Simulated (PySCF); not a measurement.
These 5 structures share the formula C5H11N. Computed with PBE0-D3(BJ)/def2-SVP geometry optimisation, gas phase (PySCF). Energies are electronic, without zero-point or thermal terms, for one conformer each. No frequencies were run at this level. Point groups hold within 0.08 Å.

Question: Rank from lowest to highest electronic energy at this level (kcal/mol).
A. `[CH3:1][CH2:2][N:3]=[C:4]([CH3:5])[CH3:6]` with C1–C2–N3–C4 180°
B. `[CH2:1]=[CH:2][CH2:3][NH:4][CH2:5][CH3:6]` with C1–C2–C3–N4 -118°, C2–C3–N4–C5 -71°, C3–N4–C5–C6 -176°
C. `[CH2:1]=[C:2]([CH3:3])[CH2:4][NH:5][CH3:6]` with C1–C2–C4–N5 -121°, C2–C4–N5–C6 -176°
D. `[CH2:1]=[CH:2][C@@H:3]([CH3:4])[NH:5][CH3:6]` with C1–C2–C3–C4 112°, C2–C3–N5–C6 70°
E. `[CH3:1][N:2]1[CH2:3][CH2:4][CH2:5][CH2:6]1` with C1–N2–C3–C4 -169°, N2–C3–C4–C5 21°, C3–C4–C5–C6 5°, C4–C5–C6–N2 -29°

Answer: E (0.0), A (4.2), C (15.9), D (17.9), B (19.3).

As drawn, the highest has an N–H bond and a C=C bond outside aromatic rings, which the lowest lacks. Neighbours under 2.5 kcal/mol apart (C=C(C)CNC and C=C[C@@H](C)NC; C=C[C@@H](C)NC and C=CCNCC) can change places with a better method, another conformer or zero-point energy.

```tsv
SMILES	E (Eh)	E rel (kcal/mol)	dipole (D)	point group	A, B, C (MHz)
CN1CCCC1	-251.42247	0.0	0.39	near Cs	6683, 3172, 2360
CCN=C(C)C	-251.41574	4.2	1.98	Cs	7208, 1983, 1618
C=C(C)CNC	-251.39718	15.9	0.72	C1	7149, 1960, 1678
C=C[C@@H](C)NC	-251.39391	17.9	0.93	C1	4084, 3003, 1910
C=CCNCC	-251.39169	19.3	0.72	C1	10733, 1486, 1431
```

As an exercise, what shares would exp(−E/RT) give at 500 K from these electronic energies alone (no entropy, no degeneracies)?

RT = 0.994 kcal/mol: CN1CCCC1 98.6 %, CCN=C(C)C 1.4 %, C=C(C)CNC under 0.1 %, C=C[C@@H](C)NC under 0.1 %, C=CCNCC under 0.1 %.
